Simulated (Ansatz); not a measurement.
System: 2H MoTe2. Method: PBE-D4 in Ansatz (PAW).

Rigid layers of the crystal as relaxed at this level are moved apart or together:

| run | k mesh | layer repeat (Å) | energy against free layers (meV/Å²) | gap on the mesh (eV) |
|---|---|---|---|---|
| 1 | 12×12×4 | 6.68 | -32.12 | 0.402 |
| 2 | 12×12×4 | 6.83 | -33.40 | 0.632 |
| 3 | 12×12×4 | 6.98 | -33.07 | 0.763 |
| 4 | 12×12×4 | 7.18 | -31.14 | 0.840 |
| 5 | 12×12×4 | 7.48 | -26.82 | 0.925 |
| 6 | 12×12×2 | 7.98 | -19.30 | 1.046 |
| 7 | 12×12×2 | 8.98 | -9.12 | 1.186 |
| 8 | 12×12×2 | 10.98 | -2.41 | 1.193 |

The lowest energy of these points lies at a layer repeat of 6.83 Å.

Spin–orbit coupling is not included.

Ansatz is a quantum-chemistry and plane-wave program.
